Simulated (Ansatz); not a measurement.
Basis-set series for `C[OH2+]`. Total charge 1; spin multiplicity 1. The structure was optimised at the PBE0-D4/def2-TZVP level.

| functional | basis | functions | energy (Eh) | HOMO (eV) | LUMO (eV) |
| --- | --- | --- | --- | --- | --- |
| PBE0-D4 | def2-SVP | 53 | -115.80268 | -17.31 | -5.96 |
| PBE0-D4 | def2-TZVPP | 132 | -115.94081 | -17.31 | -6.29 |
| ωB97M-V | def2-SVP | 53 | -115.87080 | -19.74 | -4.18 |
| ωB97M-V | def2-TZVPP | 132 | -116.01434 | -19.75 | -4.62 |

(1) Give the rows for def2-QZVPP. (Best estimate.)

## Answers

(1) Ansatz gave: 
| functional | basis | functions | energy (Eh) | HOMO (eV) | LUMO (eV) |
| --- | --- | --- | --- | --- | --- |
| PBE0-D4 | def2-QZVPP | 264 | -115.94735 | -17.32 | -6.36 |
| ωB97M-V | def2-QZVPP | 264 | -116.02096 | -19.76 | -4.80 |
